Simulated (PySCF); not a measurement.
Basis-set dependence of SiC⁺ at PBE0

PySCF, UKS reference; quartet, unpaired electrons σ ↑, π ↑↑; De to Si⁺ + C without counterpoise correction.

| basis | relativity | functions | Re (Å) | ωe (cm⁻¹) | De (eV) | μ (D) |
| --- | --- | --- | --- | --- | --- | --- |
| def2-SVP | no relativity | 32 | 1.824 | 847 | 3.74 | -1.15 |
| 6-311G(d,p) | no relativity | 44 | 1.818 | 842 | 3.67 | -1.12 |
| def2-TZVP | no relativity | 68 | 1.816 | 842 | 3.83 | -1.10 |
| def2-TZVPPD | no relativity | 85 | 1.816 | 841 | 3.83 | -1.09 |

How does each smaller set differ from the one with most functions, def2-TZVPPD?

def2-SVP: +0.8 pm, +0.7 % in ωe, -0.09 eV in De; 6-311G(d,p): +0.2 pm, +0.1 % in ωe, -0.16 eV in De; def2-TZVP: +0.0 pm, +0.1 % in ωe, +0.00 eV in De. All at PBE0; the set with most functions is neither the basis-set limit nor always the best.

A positive dipole points towards C; it is taken about the centre of mass and depends on that origin. For an ion De counts to the pair picked by the measured ionisation energies or electron affinities, which need not be the lowest pair at this level. The state was picked by a PBE0 search and need not be the measured ground state.
